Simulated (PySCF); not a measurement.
## Working with the constants of BS

ROHF-CCSD(T) constants of BS, ²Σ⁺ (doublet), unpaired electrons σ ↑ (B def2-SVPD, S def2-SVPD; no relativity (PySCF 2.14); masses 11.0093 and 31.9721 u):

* ωe: 1177.4 cm⁻¹
* ωexe: 6.2 cm⁻¹
* Be: 0.77313 cm⁻¹
* αe: 0.00557 cm⁻¹
* De to B + S: 5.46 eV

Problem. What force constant and bond length do these constants imply?

Solution. Reduced mass μred = 8.1894 u; k = 5.8918×10⁻⁷·μred·ωe² (u, cm⁻¹, mdyn/Å) = 6.69 mdyn/Å; Re = √(16.8576/(μred·Be)) (u, cm⁻¹, Å) = 1.632 Å.

Problem. Estimate the centrifugal constant D from the Kratzer relation and find the Dunham coefficient a1.

Solution. D = 4Be³/ωe² = 1.33e-06 cm⁻¹; a1 = −1 − αeωe/(6Be²) = -2.83.

Correlated steps freeze 6 core orbitals. Correlated levels converge slowly with the basis: in double zeta they bind strong bonds too weakly, by up to about 1 eV, and carry superposition errors of some tenths. The state is the lowest determinant that a PBE0 search found; another state may lie lower at other levels.
